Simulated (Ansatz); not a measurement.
**How far each method lies from full CI for HSC, quartet**

Geometry: that of the HSC, doublet, kept fixed. The doublet lies 1.7 eV lower here.

```
atom   x (Å)    y (Å)    z (Å)
   C  0.0000   0.0808   1.2061
   S  0.0000  -0.0690  -0.4246
   H  0.0000   1.2326  -0.8640
```

Basis 6-31G; Ansatz 0.2.0. Correlated methods freeze the noble-gas cores, which leaves 11 electrons in 18 orbitals. R marks a restricted (for open shells ROHF) determinant, U an unrestricted one. Active spaces: valence = (11e, 9o) chosen from the atoms' valence shells.

Full CI is exact within this basis and frozen core; it isn't the basis-set limit. The frozen core follows each run's orbitals, which can shift R against U totals by a few meV.

For open shells CISD and CISDTQ are restricted-active-space CI with the open shells as a complete middle space.

The UHF ⟨S²⟩ is 3.764 and the T1 diagnostic (RCCSD) is 0.0237. The largest doubles amplitude (RCCSD) is 0.049. The T1 diagnostic (UCCSD) is 0.0179.

```json
{"level": "RHF", "E − E(full CI) (kJ/mol)": "280.4", "share of correlation (%)": "0.00", "wall time": "–"}
{"level": "UHF", "E − E(full CI) (kJ/mol)": "270.7", "share of correlation (%)": "3.44", "wall time": "–"}
{"level": "RMP2", "E − E(full CI) (kJ/mol)": "60.8", "share of correlation (%)": "78.30", "wall time": "–"}
{"level": "UMP2", "E − E(full CI) (kJ/mol)": "59.4", "share of correlation (%)": "78.81", "wall time": "–"}
{"level": "CISD", "E − E(full CI) (kJ/mol)": "16.6", "share of correlation (%)": "94.08", "wall time": "0.82 s"}
{"level": "RCCSD", "E − E(full CI) (kJ/mol)": "6.1", "share of correlation (%)": "97.83", "wall time": "–"}
{"level": "UCCSD", "E − E(full CI) (kJ/mol)": "5.9", "share of correlation (%)": "97.90", "wall time": "–"}
{"level": "RCCSD(T)", "E − E(full CI) (kJ/mol)": "1.4", "share of correlation (%)": "99.50", "wall time": "0.66 s"}
{"level": "UCCSD(T)", "E − E(full CI) (kJ/mol)": "1.4", "share of correlation (%)": "99.52", "wall time": "0.54 s"}
{"level": "BCCD(T)", "E − E(full CI) (kJ/mol)": "1.5", "share of correlation (%)": "99.46", "wall time": "0.73 s"}
{"level": "RCCSDT", "E − E(full CI) (kJ/mol)": "0.3", "share of correlation (%)": "99.91", "wall time": "–"}
{"level": "UCCSDT", "E − E(full CI) (kJ/mol)": "0.2", "share of correlation (%)": "99.93", "wall time": "–"}
{"level": "CISDTQ", "E − E(full CI) (kJ/mol)": "0.4", "share of correlation (%)": "99.86", "wall time": "9 s (H100)"}
{"level": "RCCSDT(Q)", "E − E(full CI) (kJ/mol)": "0.0", "share of correlation (%)": "99.99", "wall time": "3.4 s"}
{"level": "UCCSDT(Q)", "E − E(full CI) (kJ/mol)": "-0.1", "share of correlation (%)": "100.03", "wall time": "2.9 s"}
{"level": "RCCSDTQ", "E − E(full CI) (kJ/mol)": "0.0", "share of correlation (%)": "100.01", "wall time": "19 s (H100)"}
{"level": "UCCSDTQ", "E − E(full CI) (kJ/mol)": "-0.1", "share of correlation (%)": "100.03", "wall time": "17 s (H100)"}
{"level": "CASSCF (valence space)", "E − E(full CI) (kJ/mol)": "152.0", "share of correlation (%)": "45.77", "wall time": "–"}
{"level": "NEVPT2 (valence space)", "E − E(full CI) (kJ/mol)": "37.6", "share of correlation (%)": "86.60", "wall time": "1.4 s"}
{"level": "MRCISD (valence space)", "E − E(full CI) (kJ/mol)": "6.5", "share of correlation (%)": "97.67", "wall time": "–"}
{"level": "MRCISD+Q (valence space)", "E − E(full CI) (kJ/mol)": "2.1", "share of correlation (%)": "99.25", "wall time": "2.6 s"}
```

The correlation energy at full CI, counted from RHF, is -2.906 eV. That run took 10 s on 2 threads of AMD EPYC 7R13 with a shared H100 80 GB, shared host over 48,694,464 determinants.

Times hold each run's SCF and search for its determinant on a shared host, so for small cases they say little of a method's own cost; rows without a card ran on 1 thread of AMD EPYC 7R13.

The full-CI state has the irrep A'' of Cs, in the program's axes.

Natural occupations of full CI about the gap: 1.988 1.978 1.965 1.961 1.001 0.998 0.994 0.038 0.030 0.011; effectively unpaired electrons, Σ n²(2−n)², 3.02.
